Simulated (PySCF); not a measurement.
Molfile (atoms numbered from 1):
```
C5H6
     RDKit          3D

 11 10  0  0  0  0  0  0  0  0999 V2000
   -2.5202    0.1902   -0.2704 C   0  0  0  0  0  0  0  0  0  0  0  0
   -1.4584   -0.5542   -0.5789 C   0  0  0  0  0  0  0  0  0  0  0  0
   -0.1280   -0.2633   -0.1862 C   0  0  0  0  0  0  0  0  0  0  0  0
    1.0151   -0.0469    0.1291 C   0  0  0  0  0  0  0  0  0  0  0  0
    2.3864    0.2208    0.5109 C   0  0  0  0  0  0  0  0  0  0  0  0
   -2.4244    1.0937    0.3198 H   0  0  0  0  0  0  0  0  0  0  0  0
   -3.5108   -0.0923   -0.6044 H   0  0  0  0  0  0  0  0  0  0  0  0
   -1.5942   -1.4547   -1.1734 H   0  0  0  0  0  0  0  0  0  0  0  0
    2.4307    0.8015    1.4356 H   0  0  0  0  0  0  0  0  0  0  0  0
    2.9378   -0.7094    0.6688 H   0  0  0  0  0  0  0  0  0  0  0  0
    2.9044    0.7887   -0.2667 H   0  0  0  0  0  0  0  0  0  0  0  0
  1  2  2  0
  2  3  1  0
  3  4  3  0
  4  5  1  0
  1  6  1  0
  1  7  1  0
  2  8  1  0
  5  9  1  0
  5 10  1  0
  5 11  1  0
M  END
```

No relativistic terms, isolated molecule, single conformer, rapidly exchanging positions averaged. B97-2/pcSseg-2 with gauge-including orbitals; J: B3LYP/pcJ-2 (without the spin–dipole term); structure optimised with PBE0-D3(BJ)/def2-TZVP; PySCF 2.14.0 with density-fitted response routines.

Predict the 2D correlation tables (HSQC, COSY, HMBC).

## Answers



HSQC (one-bond C–H):
```csv
δH,δC,"$^{1}J$(C,H) (Hz)"
6.11 (H8),127.3 (C2),167
5.82 (H6),133.6 (C1),168
5.62 (H7),133.6 (C1),168
2.04 (H9/H10/H11),6.1 (C5),136
```

COSY cross peaks (|J| ≥ 2 Hz):
```csv
δH,δH,abs. J (Hz),bonds
6.11 (H8),5.82 (H6),19.1,3
6.11 (H8),5.62 (H7),13.4,3
6.11 (H8),2.04 (H9/H10/H11),3.5,5
5.82 (H6),5.62 (H7),3.1,2
```

HMBC (two and three bonds, |J| ≥ 2.5 Hz):
```csv
δH,δC [abs. J in Hz]
6.11 (H8),"133.6 (C1) [2.5], 96.8 (C4) [4.9]"
5.82 (H6),"127.3 (C2) [2.8], 84.7 (C3) [10.3]"
5.62 (H7),84.7 (C3) [17.0]
2.04 (H9/H10/H11),"96.8 (C4) [11.0], 84.7 (C3) [5.2]"
```

Referencing at the same level of theory: $^{1}$H and $^{13}$C vs TMS.

Shifts are as computed. Against solution values, carbons near 30 ppm lie about +3 ppm off and those near 130 ppm about +7 ppm. Of 1309 compounds with measured shifts, 239 miss one by over three times the rms of a fit or turn the order of signals round; such compounds aren't used in these exercises.
